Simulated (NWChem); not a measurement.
System: NO cation

NWChem printed, in part:

```
             Northwest Computational Chemistry Package (NWChem) 7.3.0
             --------------------------------------------------------

                             Geometry "geometry" -> ""
                             -------------------------

 Output coordinates in angstroms (scale by  1.889725989 to convert to a.u.)

  No.       Tag          Charge          X              Y              Z
 ---- ---------------- ---------- -------------- -------------- --------------
    1 N                    7.0000     0.00000000     0.00000000    -0.57325100
    2 O                    8.0000     0.00000000     0.00000000     0.50311400

 Effective nuclear repulsion energy (a.u.)      27.5314841564

  pbe96 is a nonlocal functional; adding pw91lda local functional.
                              NWChem Property Module
                              ----------------------

                                 NWChem DFT Module
                                 -----------------

 Summary of "ao basis" -> "ao basis" (spherical)
 ------------------------------------------------------------------------------
       Tag                 Description            Shells   Functions and Types
 ---------------- ------------------------------  ------  ---------------------
 N                         def2-svpd                 8       20   4s2p2d
 O                         def2-svpd                 9       23   4s3p2d

            General Information
            -------------------
          SCF calculation type: DFT
          Wavefunction type:  closed shell.
          No. of atoms     :     2
          No. of electrons :    14
           Alpha electrons :     7
            Beta electrons :     7
          Charge           :     1
          Spin multiplicity:     1
          Use of symmetry is: off; symmetry adaption is: off
          Maximum number of iterations: 150
          AO basis - number of functions:    43
                     number of shells:    17
          Convergence on energy requested:  1.00D-06
          Convergence on density requested:  1.00D-05
          Convergence on gradient requested:  5.00D-04

              XC Information
              --------------
          PerdewBurkeErnzerhof Exchange Functional  1.000
            Perdew 1991 LDA Correlation Functional  1.000 local
           PerdewBurkeErnz. Correlation Functional  1.000 non-local

             Grid Information
             ----------------
          Grid used for XC integration:  medium
          Radial quadrature: Mura-Knowles
          Angular quadrature: Lebedev.
          Tag              B.-S. Rad. Rad. Pts. Rad. Cut. Ang. Pts.
          ---              ---------- --------- --------- ---------
          N                   0.65       49           7.0       434
          O                   0.60       49           7.0       434
          Grid pruning is: on
          Number of quadrature shells:    98
          Spatial weights used:  Erf1

      Superposition of Atomic Density Guess
      -------------------------------------

 Sum of atomic energies:        -128.93881214

 Renormalizing density from      15.00 to     14

      Non-variational initial energy
      ------------------------------

 Total energy =    -123.663118
 1-e energy   =    -215.497855
 2-e energy   =      64.303253
 HOMO         =      -1.061338
 LUMO         =      -0.599884

   convergence    iter        energy       DeltaE   RMS-Dens  Diis-err
 ---------------- ----- ----------------- --------- --------- ---------
 d= 0,ls=0.0,diis     1   -129.2070940481 -1.57D+02  4.05D-02  1.33D+00
 d= 0,ls=0.0,diis     2   -127.9774957117  1.23D+00  3.28D-02  1.36D+01
 d= 0,ls=0.0,diis     3   -129.3087406243 -1.33D+00  2.92D-03  5.64D-02
 d= 0,ls=0.0,diis     4   -129.3140425894 -5.30D-03  5.65D-04  2.11D-03
 d= 0,ls=0.0,diis     5   -129.3142185895 -1.76D-04  1.08D-04  9.44D-05
  Resetting Diis
 d= 0,ls=0.0,diis     6   -129.3142276441 -9.05D-06  1.64D-05  1.70D-06
 d= 0,ls=0.0,diis     7   -129.3142277889 -1.45D-07  5.93D-06  2.45D-08

         Total DFT energy =     -129.314227788913
      One electron energy =     -224.243375934505
           Coulomb energy =       82.225193028269
    Exchange-Corr. energy =      -14.827529039058
 Nuclear repulsion energy =       27.531484156381

 Numeric. integr. density =       13.999999697464

                       DFT Final Molecular Orbital Analysis
                       ------------------------------------

 Vector    5  Occ=2.000000D+00  E=-9.340096D-01
              MO Center= -2.2D-10,  2.4D-10,  9.9D-02, r^2= 6.9D-01
   Bfn.  Coefficient  Atom+Function         Bfn.  Coefficient  Atom+Function
  ----- ------------  ---------------      ----- ------------  ---------------
    26     -0.400105  2 O  py                25      0.376725  2 O  px
     6      0.309112  1 N  py                 5     -0.291049  1 N  px
    29     -0.201611  2 O  py                28      0.189830  2 O  px
     9     -0.087673  1 N  py                 8      0.082550  1 N  px
    12     -0.032976  1 N  d -1              14     -0.031049  1 N  d  1

[...]

 DFT Linear Response polarizability / au
 Frequency  =       0.0000000 / au
              X              Y              Z
 -----------------------------------------------
 X       5.9760010     -0.0000000     -0.0000000
 Y      -0.0000000      5.9760010      0.0000000
 Z      -0.0000000      0.0000000      9.2142895
 -----------------------------------------------
 Eigenvalues =       5.9760010      5.9760010      9.2142895
 Isotropic   =       7.0554305
 Anisotropic =       3.2382885
 -----------------------------------------------

 Magnetic Dipole Response Matrix (nonzero elements):

 Exiting AOResponse driver routine
```

Level: PBE/def2-SVPD. Structure relaxed at the PBE-D3(BJ)/def2-SVP level.

Question: Which NWChem input produces such a log?

Answer: Several could match; the one computed here: the input that was run:
```
start job
memory heap 200 mb stack 900 mb global 1100 mb
charge 1
geometry units angstroms noautosym nocenter noautoz
  N      0.000000     0.000000    -0.573251
  O      0.000000     0.000000     0.503114
end
basis spherical
  N library def2-svpd
  O library def2-svpd
end
dft
  xc xpbe96 cpbe96
  iterations 150
end
property
  response 1 0.0
end
task dft property
```
